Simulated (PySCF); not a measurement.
H4N2, SMILES NN (connectivity only; charge and spin as stated), charge +1, multiplicity 2.

Geometry: ωB97X-D3(BJ)/def2-TZVP. The multiplicity is an assumed one; other spin states were not compared.

Calculation: TDA-CAM-B3LYP/def2-TZVPD (PySCF).

Vertical excitations. The molecule is in vacuum.

```json
[
 {"state": "root 1", "energy (eV)": "6.52", "λ (nm)": "190", "f": "0.000", "main pairs": "α HOMO→LUMO 97 %"},
 {"state": "root 2", "energy (eV)": "6.82", "λ (nm)": "182", "f": "0.174", "main pairs": "β HOMO→LUMO 92 %"},
 {"state": "root 3", "energy (eV)": "7.40", "λ (nm)": "168", "f": "0.004", "main pairs": "α HOMO→LUMO+1 94 %"},
 {"state": "root 4", "energy (eV)": "7.79", "λ (nm)": "159", "f": "0.000", "main pairs": "α HOMO→LUMO+2 96 %"},
 {"state": "root 5", "energy (eV)": "8.51", "λ (nm)": "146", "f": "0.000", "main pairs": "β HOMO−1→LUMO 98 %"},
 {"state": "root 6", "energy (eV)": "9.93", "λ (nm)": "125", "f": "0.000", "main pairs": "α HOMO→LUMO+3 90 %"},
 {"state": "root 7", "energy (eV)": "10.17", "λ (nm)": "122", "f": "0.000", "main pairs": "α HOMO→LUMO+5 93 %"},
 {"state": "root 8", "energy (eV)": "10.23", "λ (nm)": "121", "f": "0.006", "main pairs": "α HOMO→LUMO+4 96 %"},
 {"state": "root 9", "energy (eV)": "10.51", "λ (nm)": "118", "f": "0.015", "main pairs": "β HOMO→LUMO+1 91 %"},
 {"state": "root 10", "energy (eV)": "10.55", "λ (nm)": "117", "f": "0.000", "main pairs": "α HOMO→LUMO+6 64 %, β HOMO−2→LUMO 26 %"}
]
```
Unrestricted roots are not spin-pure.
